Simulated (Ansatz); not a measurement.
**C2H (doublet): from Hartree-Fock to the top rungs at distance C1–H3 = 2.827 Å, 6-31G**

Aim: climb from Hartree-Fock through coupled cluster and multireference methods for C2H (doublet) at one geometry and basis, and see what each rung misses.

The runs use Ansatz 0.2.0, Gaussian basis; 6-31G, core rule «outside noble gas», up to 2 orbitals frozen.

Plan: UHF; CCSD(T) on ROHF; CCSD(T) on UHF; BCCD(T) on ROHF; CISD; CCSDT(Q) on ROHF; CCSDT(Q) on UHF; CCSDTQ on ROHF; CASSCF and MRCISD+Q, 3 electrons in 3 orbitals; CASSCF and NEVPT2, 3 electrons in 3 orbitals; CASSCF and MRCISD+Q, 9 electrons in 9 orbitals; CASSCF and MRCISD+Q(relaxed), 9 electrons in 9 orbitals; CASSCF and NEVPT2, 9 electrons in 9 orbitals; Full CI.

22 further runs of the same task are left out: 1 for a mislabelled method, 18 that didn't finish, 3 set aside as unsound or not needed.

### 1 The system

The geometry derives from a PBE0/def2-TZVP stationary point (not a proven minimum). One bond is set to the value named and the two fragments are kept rigid.

3 atoms, charge 0, spin multiplicity 2.

Atoms are counted from 1 here; the program's logs count them from 0.

Bond lengths: C1–C2 1.200 Å.

### 2 UHF

File in.yaml:

```yaml
crystal:
  periodic: [false, false, false]
  atoms:
    - {symbol: C, position_ang: [0.000000, 0.000000, -0.542261]}
    - {symbol: C, position_ang: [0.000000, 0.000000, -1.742477]}
    - {symbol: H, position_ang: [0.000000, 0.000000, 2.284739]}
basis:
  gaussian: {orbitals: 6-31G}
magnetization: {spin_polarized: true, initial_magnetization: 1}
hamiltonian: {xc: hf}
output: {orbitals: {seedname: orbitals}}
```

Run with:

```bash
ansatz run in.yaml --threads 1 --pin off --events-out ev --progress --plain --max-ram 2393MiB
```

The runs that follow: CCSD(T) on ROHF; CCSD(T) on UHF; BCCD(T) on ROHF; CISD; CCSDT(Q) on ROHF; CCSDT(Q) on UHF; CCSDTQ on ROHF; CASSCF and MRCISD+Q, 3 electrons in 3 orbitals; CASSCF and NEVPT2, 3 electrons in 3 orbitals; CASSCF and MRCISD+Q, 9 electrons in 9 orbitals; CASSCF and MRCISD+Q(relaxed), 9 electrons in 9 orbitals; CASSCF and NEVPT2, 9 electrons in 9 orbitals; Full CI.

Before running them: what should the planned runs give, taken together? Wanted: FCI below the RHF energy; RMP2 from FCI; UMP2 from FCI; RCCSD from FCI; RCCSD(T) from FCI; UCCSD(T) from FCI; RCCSDT(Q) from FCI; UCCSDT(Q) from FCI; NEVPT2 pair from FCI.

The runs gave:

```
                         quantity                                                                                                                      value
         FCI below the RHF energy                                                                                                                 -7.7971 eV
                    RMP2 from FCI                                                                                                            +16.89 kcal/mol
                    UMP2 from FCI                                                                                                            +39.16 kcal/mol
                   RCCSD from FCI                                                                                                            +13.39 kcal/mol
                RCCSD(T) from FCI                                                                                                             -0.37 kcal/mol
                UCCSD(T) from FCI                                                                                                             +7.15 kcal/mol
               RCCSDT(Q) from FCI                                                                                                             -0.87 kcal/mol
               UCCSDT(Q) from FCI                                                                                                             +2.12 kcal/mol
             NEVPT2 pair from FCI                                                                                                            +17.74 kcal/mol
           MRCISD+Q pair from FCI                                                                                                             -0.12 kcal/mol
          NEVPT2 valence from FCI                                                                                                             +7.23 kcal/mol
levels within 1 kcal/mol (43 meV)  RCCSD(T), BCCD(T), RCCSDT, RCCSDT(Q), RCCSDTQ, MRCISD+Q pair, MRCISD valence, MRCISD+Q valence, MRCISD+Q(relaxed) valence
                    T1 diagnostic                                                                                                                      0.046
   effectively unpaired electrons                                                                                                                       2.15
```

**Reading.** RCCSD(T) misses by -0.37 kcal/mol, 0.2 % of the correlation energy. CCSD(T) misses by -0.37 kcal/mol on the restricted determinant and by +7.15 kcal/mol on the unrestricted one; the two need not hold the same state or core. RCCSD(T), BCCD(T), RCCSDT(Q), MRCISD+Q pair fall below full CI, which methods that aren't variational can do. The occupations show strong static correlation (2.2 unpaired electrons where one determinant has 1). Coupled cluster on one determinant still stays close here. Of the multireference levels listed MRCISD+Q(relaxed) valence comes nearest in total energy (+0.01 kcal/mol), which doesn't show that its space is the better one. Coupled cluster took another determinant than the lowest Hartree-Fock one. These misses are within one basis, not against nature; the frozen cores of restricted and unrestricted runs differ, which can shift their rows.
